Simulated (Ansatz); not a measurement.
# C2H2 (triplet): wave-function methods side by side, def2-QZVPP

One table from this session's results is given with a row withheld; the runs are named, their logs left out.

The runs use Ansatz 0.2.0, Gaussian basis; def2-QZVPP, core rule «outside noble gas», up to 2 orbitals frozen.

To be run: UHF; ROHF; CCSD(T) on UHF.

2 further runs of the same task are left out: 2 set aside as unsound or not needed.

### What is computed

The geometry is a PBE0/def2-TZVP stationary point (not a proven minimum) of the parent state, kept for this charge and spin.

4 atoms, charge 0, spin multiplicity 3.

Atoms are counted from 1 here; the program's logs count them from 0.

Bond lengths: C1–C2 1.197 Å, C1–H3 1.065 Å, C2–H4 1.065 Å. Angles: C2–C1–H3 180.0°, C1–C2–H4 180.0°.

Set-up of the first run:

in.yaml

```yaml
crystal:
  periodic: [false, false, false]
  atoms:
    - {symbol: C, position_ang: [0.000000, 0.000000, 0.598483]}
    - {symbol: C, position_ang: [0.000000, 0.000000, -0.598483]}
    - {symbol: H, position_ang: [0.000000, 0.000000, 1.663170]}
    - {symbol: H, position_ang: [0.000000, 0.000000, -1.663170]}
basis:
  gaussian: {orbitals: "def2-QZVPP.json"}
magnetization: {spin_polarized: true, initial_magnetization: 2}
hamiltonian: {xc: hf}
output: {orbitals: {seedname: orbitals}}
```

Run with:

```sh
$ ansatz run in.yaml --threads 1 --pin off --events-out ev --progress --plain --max-ram 2393MiB
```

Among the steps run: UHF; ROHF; CCSD(T) on UHF.

One of the session's tables, all rows but one given; the rest of the session is left out.

| method | from UCCSD(T) (meV) |
| --- | --- |
| ROHF | ? |
| UHF | +8462.5 |
| UMP2 | +1075.1 |
| UCCSD | +373.3 |
| UCCSD(T) | 0 |

Q: Estimate the row for ROHF from the others.

As computed: from UCCSD(T) (meV): +8694.9. In the column «from UCCSD(T) (meV)» it is the highest.
